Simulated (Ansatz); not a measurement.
## CH5N, SMILES CN: vertical and adiabatic energies of changing the electron count, step by step

With Ansatz 0.2.0 through its Python package.

At the Python prompt:
```pycon
>>> import warnings
>>> import ansatz as az
>>> import numpy as np
>>> BASIS_SET = "def2-SVP"
>>> XC = "pbe0"
>>> NET_CHARGE = 1
>>> warnings.simplefilter("ignore", az.DeckWarning)
>>> mol = (
...     az.Crystal.molecule()
...     .atom("C", (-0.47795, -0.13864, -0.28538))
...     .atom("N", (0.79675, 0.39012, 0.16831))
...     .atom("H", (-0.97622, -0.8034, 0.43479))
...     .atom("H", (-0.31409, -0.69304, -1.20862))
...     .atom("H", (-1.1434, 0.69682, -0.49888))
...     .atom("H", (1.44208, -0.36858, 0.36324))
...     .atom("H", (0.67283, 0.91672, 1.02653))
... )
>>> job = mol.calculation().basis(gaussian=BASIS_SET).functional(XC)
>>> symbols = [site.symbol for site in mol.cartesian_sites]
>>> start = np.array([site.position_ang for site in mol.cartesian_sites], dtype=float)
>>> r = job.relax(force_tolerance=0.01).run().report

>>> end = np.array(r["positions_ang"])
>>> minimum = az.Crystal.molecule()
>>> for symbol, place in zip(symbols, end):
...     minimum = minimum.atom(symbol, place.tolist())
...
>>> ion = (
...     minimum.calculation()
...     .basis(gaussian=BASIS_SET)
...     .functional(XC)
...     .charge(NET_CHARGE)
...     .spin("collinear", total=1)
... )
>>> vertical = ion.run().report
>>> settled = ion.relax(force_tolerance=0.01, max_steps=80).run().report
>>> print(f"vertical ionisation energy   {vertical['free_energy_ev'] - r['free_energy_ev']:.3f} eV")
vertical ionisation energy   9.388 eV
>>> print(f"adiabatic, no zero point     {settled['free_energy_ev'] - r['free_energy_ev']:.3f} eV")
adiabatic, no zero point     8.679 eV
>>> print(f"relaxation energy of the ion {vertical['free_energy_ev'] - settled['free_energy_ev']:.3f} eV")
relaxation energy of the ion 0.710 eV
>>> ionised = np.array(settled["positions_ang"])
>>> print("final positions (A) and the move of each atom")
final positions (A) and the move of each atom
>>> for symbol, xyz, old in zip(symbols, ionised, end):
...     print(f"{symbol:2s} {xyz[0]:10.5f} {xyz[1]:10.5f} {xyz[2]:10.5f}   {np.linalg.norm(xyz - old):7.4f}")
...
C    -0.49228   -0.13934   -0.30140    0.0348
N     0.69244    0.23215    0.35309    0.2725
H    -1.06072   -0.82720    0.38024    0.0866
H    -0.28071   -0.71740   -1.21372    0.0540
H    -1.14438    0.73068   -0.47212    0.0543
H     1.55240   -0.32526    0.27491    0.1480
H     0.73326    1.04637    0.97899    0.1480
```

The energies are electronic: no zero-point or thermal terms, and the basis set is short of its limit. The product may relax into another structure. The relaxation finds the nearest minimum, so the adiabatic value is an upper bound. Wall time of the script: 16 s on 1 thread of Arm Neoverse V2, on a shared host, peak memory 0.19 GiB.

(Lines on the test bed's own set-up are left out of the output.)
